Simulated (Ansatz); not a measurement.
Basis-set extrapolation for CH$_{3}$, SMILES `[CH3]` radical (PBE0-D4/def2-TZVP geometry, frozen core, Ansatz). Multiplicity 2, UHF reference.

|  | cc-pV(T+d)Z | cc-pV(Q+d)Z |
| --- | --- | --- |
| HF | -39.577435 | -39.580217 |
| MP2 correlation | -0.158188 | -0.168375 |
| CCSD(T) correlation | -0.183538 | -0.192220 |

Energies in hartree. Use E(X) = E(∞) + A·exp(−5.46·√X) for Hartree–Fock and E(X) = E(∞) + B·X^(−3.05) for correlation, with X = 3 and 4.

Q: What is the CCSD(T) energy at the basis-set limit?

A: HF limit: -39.580217 + (-0.002782) × 0.30130 = -39.58106. Correlation limit: -0.192220 + (-0.008682) × 0.71189 = -0.19840. Total: -39.77946 hartree, 11.6 kcal/mol below CCSD(T)/cc-pV(T+d)Z.
